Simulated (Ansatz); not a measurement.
System: 1T (CdI2-type) SnSe2. Method: PBE (Ansatz, an electronic-structure program, PAW).

Run with plane-wave cutoff 520 eV, 12×12×6 k mesh (along the axes of the cell as run), scalar-relativistic PAW data made under PBE.

Cell (measured lattice):

```
SnSe2
1.0
    3.81100     0.00000     0.00000
   -1.90550     3.30042     0.00000
    0.00000     0.00000     6.14000
Sn Se
1 2
Direct
  0.00000   0.00000   0.00000
  0.33333   0.66667   0.26130
  0.66667   0.33333   0.73870
```

Task: Predict the elastic constant C33, Poisson ratio, Voigt–Reuss–Hill shear modulus (Hill average), elastic constant C13, elastic constant C11, elastic constant C12, elastic constant C44 and elastic constant C66.

Result: 
- elastic constant C33: 32.3 GPa
- Poisson ratio: 0.280
- Voigt–Reuss–Hill shear modulus (Hill average): 18.8 GPa
- elastic constant C13: 18.4 GPa
- elastic constant C11: 110 GPa
- elastic constant C12: 33.0 GPa
- elastic constant C44: 8.72 GPa
- elastic constant C66: 38.4 GPa

Note: the cell isn't this level's own, so it is under some stress, which shifts stiffness and frequencies.

Elastic constants are with the ions relaxed.

Spin–orbit coupling is not included.

The computed numbers hold no vibrational or temperature effects.
